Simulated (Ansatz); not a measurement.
Input file:

```yaml
crystal:
  periodic: [false, false, false]
  atoms:
    - {symbol: Mo, position_ang: [0.000000, 0.000000, 0.000000]}
    - {symbol: H, position_ang: [0.000000, 0.000000, 2.267000]}
basis:
  gaussian: {orbitals: def2-SVP}
total_charge: 1
correlation: {active_space: {window: {electrons: 6, orbitals: 4}}}
```

```sh
$ ansatz run in.yaml --threads 1 --pin off --events-out ev --progress --plain --max-ram 2393MiB
```

Task: Roughly how long does this take on 1 thread of Arm Neoverse V2, shared host, and how much host memory?

Result: 2.9 s wall and 0.07 GiB.

```
378 factors; integrals over basis functions are off by at most 5.6e-4 eV
mean field evaluation 1: about -1838.1883 eV, gradient 2.1e1 eV
mean field evaluation 2: about -1838.1889 eV, gradient 2.1e1 eV
mean field evaluation 4: about -1839.3760 eV, gradient 1.7e0 eV
mean field evaluation 8: about -1839.4154 eV, gradient 6.2e-3 eV
mean field evaluation 16: about -1840.9109 eV, gradient 6.1e-1 eV
mean field evaluation 32: about -1825.7381 eV, gradient 4.9e1 eV
mean field evaluation 64: about -1840.7725 eV, gradient 3.7e-3 eV
mean field evaluation 96: about -1830.9958 eV, gradient 4.1e1 eV
mean field evaluation 128: about -1840.8939 eV, gradient 1.6e0 eV
mean field evaluation 160: about -1838.2773 eV, gradient 1.1e1 eV
mean field evaluation 192: about -1840.9115 eV, gradient 1.3e-1 eV
mean field evaluation 224: about -1839.4140 eV, gradient 2.4e-1 eV
mean field -1840.91176837 eV, -67.6522596729 hartree, gradient 2.5e-6 eV, S^2 0.000000; 16 other end points of the search recorded, 0 dependent functions left out
reference -1840.91176837 eV, -67.6522596729 hartree; 7, 7 occupied and 29, 29 virtual orbitals, 378 factors
state -1841.92663074 eV, -67.6895551771 hartree
Total energy: -1841.92663074 eV, -67.6895551771 hartree
```
